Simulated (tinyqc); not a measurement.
LCCD on RHF in the sto-3g basis, frozen core, for CH3+, spin multiplicity 1, step by step. One step of it, computed by the program tinyqc.

Question. LCCD: starting amplitudes. t_ij^ab = <ij||ab> / (e_i + e_j - e_a - e_b), whose energy is MP2.

orbital energies (hartree): MO1 -11.619242, MO2 -1.320641, MO3 -1.001881, MO4 -1.001623, MO5 -0.263818, MO6 0.304475, MO7 0.364190, MO8 0.364979

Two-electron integrals over orbitals (pq|rs), unique and non-zero (hartree); the lowest 1 orbital is frozen and left out:
```
p,q,r,s,(pq|rs)
2,2,2,2,0.531736
3,2,2,2,0.000207
3,2,3,2,0.124217
3,3,2,2,0.520953
3,3,3,2,0.043382
3,3,3,3,0.562304
4,2,4,2,0.124070
4,3,4,2,-0.043544
4,3,4,3,0.041307
4,4,2,2,0.520768
4,4,3,2,-0.043491
4,4,3,3,0.479955
4,4,4,4,0.562321
5,2,2,2,-0.004193
5,2,3,2,1.14e-06
5,2,3,3,-0.000330
5,2,4,4,-0.000329
5,2,5,2,0.100483
5,3,2,2,-3.78e-06
5,3,3,2,-0.000374
5,3,3,3,-0.001497
5,3,4,4,0.001489
5,3,5,2,-0.000046
5,3,5,3,0.025817
5,4,4,2,-0.000375
5,4,4,3,0.001495
5,4,5,4,0.025811
5,5,2,2,0.559367
5,5,3,2,0.000011
5,5,3,3,0.524294
5,5,4,4,0.524230
5,5,5,2,0.018747
5,5,5,3,-0.000022
5,5,5,5,0.673267
6,2,2,2,0.079057
6,2,3,2,-0.000175
6,2,3,3,0.058173
6,2,4,4,0.057818
6,2,5,2,-0.003758
6,2,5,3,-0.000042
6,2,5,5,0.128236
6,2,6,2,0.071936
6,3,2,2,-0.000906
6,3,3,2,-0.024637
6,3,3,3,-0.030458
6,3,4,4,0.029085
6,3,5,2,-0.000077
6,3,5,3,0.002135
6,3,5,5,-0.001253
6,3,6,2,-0.001078
6,3,6,3,0.053082
6,4,4,2,-0.025508
6,4,4,3,0.030059
6,4,5,4,0.002168
6,4,6,4,0.054050
6,5,2,2,-0.011534
6,5,3,2,-0.000095
6,5,3,3,-0.005864
6,5,4,4,-0.005790
6,5,5,2,0.071313
6,5,5,3,-0.000216
6,5,5,5,-0.002694
6,5,6,2,-0.012478
6,5,6,3,0.000073
6,5,6,5,0.058512
6,6,2,2,0.480484
6,6,3,2,-0.001986
6,6,3,3,0.479511
6,6,4,4,0.481265
6,6,5,2,-0.015098
6,6,5,3,0.000060
6,6,5,5,0.489798
6,6,6,2,0.037107
6,6,6,3,0.000508
6,6,6,5,-0.014870
6,6,6,6,0.477058
7,2,4,2,0.014322
7,2,4,3,0.021850
7,2,5,4,0.004543
7,2,6,4,0.042557
7,2,7,2,0.047951
7,3,4,2,0.051300
7,3,4,3,-0.013983
7,3,5,4,-0.001605
7,3,6,4,-0.026594
7,3,7,2,-0.005149
7,3,7,3,0.038432
7,4,2,2,0.083757
7,4,3,2,0.051326
7,4,3,3,0.081937
7,4,4,4,0.054128
7,4,5,2,0.008612
7,4,5,3,-0.001609
7,4,5,5,0.121307
7,4,6,2,0.071909
7,4,6,3,-0.026737
7,4,6,5,-0.003234
7,4,6,6,0.032816
7,4,7,4,0.117372
7,5,4,2,0.010324
7,5,4,3,-0.003763
7,5,5,4,0.018061
7,5,6,4,-0.003453
7,5,7,2,0.001544
7,5,7,3,0.004606
7,5,7,5,0.018870
7,6,4,2,0.109285
7,6,4,3,-0.049062
7,6,5,4,-0.002854
7,6,6,4,-0.048468
7,6,7,2,-0.011541
7,6,7,3,0.058148
7,6,7,5,0.009449
7,6,7,6,0.125135
7,7,2,2,0.505593
7,7,3,2,-0.030685
7,7,3,3,0.474370
7,7,4,4,0.542659
7,7,5,2,0.001233
7,7,5,3,0.002952
7,7,5,5,0.511105
7,7,6,2,0.050565
7,7,6,3,0.040056
7,7,6,5,-0.003073
7,7,6,6,0.487375
7,7,7,4,0.042062
7,7,7,7,0.555618
8,2,2,2,0.000793
8,2,3,2,0.014195
8,2,3,3,-0.021336
8,2,4,4,0.022456
8,2,5,2,-0.000024
8,2,5,3,0.004545
8,2,5,5,0.001263
8,2,6,2,0.000302
8,2,6,3,0.042484
8,2,6,5,-0.000129
8,2,6,6,0.000570
8,2,7,4,-0.004456
8,2,7,7,0.031875
8,2,8,2,0.047968
8,3,2,2,0.083553
8,3,3,2,-0.051595
8,3,3,3,0.053906
8,3,4,4,0.082209
8,3,5,2,0.008616
8,3,5,3,0.001606
8,3,5,5,0.121254
8,3,6,2,0.071842
8,3,6,3,0.025559
8,3,6,5,-0.003142
8,3,6,6,0.034930
8,3,7,4,0.044854
8,3,7,7,0.076419
8,3,8,2,0.006238
8,3,8,3,0.117824
8,4,4,2,0.051083
8,4,4,3,-0.013696
8,4,5,4,-0.001581
8,4,6,4,-0.026103
8,4,7,2,-0.004724
8,4,7,3,0.033612
8,4,7,5,0.004577
8,4,7,6,0.057702
8,4,8,4,0.037944
8,5,2,2,-0.000087
8,5,3,2,0.010331
8,5,3,3,0.003688
8,5,4,4,-0.003804
8,5,5,2,0.000689
8,5,5,3,0.018059
8,5,5,5,-0.000013
8,5,6,2,-0.000130
8,5,6,3,-0.003367
8,5,6,5,0.000380
8,5,6,6,-0.000311
8,5,7,4,0.004581
8,5,7,7,-0.002738
8,5,8,2,0.001538
8,5,8,3,-0.004665
8,5,8,5,0.018876
8,6,2,2,-0.000012
8,6,3,2,0.108779
8,6,3,3,0.047976
8,6,4,4,-0.048543
8,6,5,2,-0.000150
8,6,5,3,-0.002794
8,6,5,5,-0.000120
8,6,6,2,-0.000046
8,6,6,3,-0.046644
8,6,6,5,-0.000201
8,6,6,6,-0.002333
8,6,7,4,0.057604
8,6,7,7,-0.047992
8,6,8,2,-0.011050
8,6,8,3,-0.058448
8,6,8,5,0.009393
8,6,8,6,0.123295
8,7,4,2,-0.029649
8,7,4,3,0.033764
8,7,5,4,0.002933
8,7,6,4,0.040539
8,7,7,2,0.031247
8,7,7,3,-0.016510
8,7,7,5,-0.002627
8,7,7,6,-0.047421
8,7,8,4,-0.016111
8,7,8,7,0.041038
8,8,2,2,0.505772
8,8,3,2,0.032742
8,8,3,3,0.543621
8,8,4,4,0.473463
8,8,5,2,0.001233
8,8,5,3,-0.003012
8,8,5,5,0.511208
8,8,6,2,0.051113
8,8,6,3,-0.042129
8,8,6,5,-0.003132
8,8,6,6,0.485600
8,8,7,4,0.077207
8,8,7,7,0.470982
8,8,8,2,-0.031078
8,8,8,3,0.040654
8,8,8,5,0.002859
8,8,8,6,0.049840
8,8,8,8,0.557546
```

Give: Starting amplitudes; correlation energy.

Answer.

Starting amplitudes (spin orbitals 1a, 1b, ...; amplitudes related by a flip of all spins are not repeated; the 24 largest):
```
from,to,t
2a 2b,5a 5b,-0.0475
3a 3b,8a 8b,-0.0431
4a 4b,7a 7b,-0.0430
2a 4b,6a 7b,-0.0240
2a 3b,6a 8b,-0.0240
2a 2b,6a 6b,-0.0221
4a 4b,6a 6b,-0.0207
3a 3b,6a 6b,-0.0203
4a 4b,5a 5b,-0.0175
3a 3b,5a 5b,-0.0175
3a 4b,7b 8a,0.0164
2a 2b,7a 7b,-0.0142
2a 4b,6b 7a,0.0142
2a 2b,8a 8b,-0.0142
2a 3b,6b 8a,0.0142
3a 3b,7a 7b,-0.0141
4a 4b,8a 8b,-0.0139
3a 4b,7a 8b,-0.0123
3a 4b,6a 7b,0.0100
3a 4b,6b 7a,-0.0100
2a 4a,6a 7a,-0.0098
2a 3a,6a 8a,-0.0098
4a 4b,6a 8b,0.0098
3a 3b,6a 8b,-0.0096
```

correlation energy = -0.037240 hartree
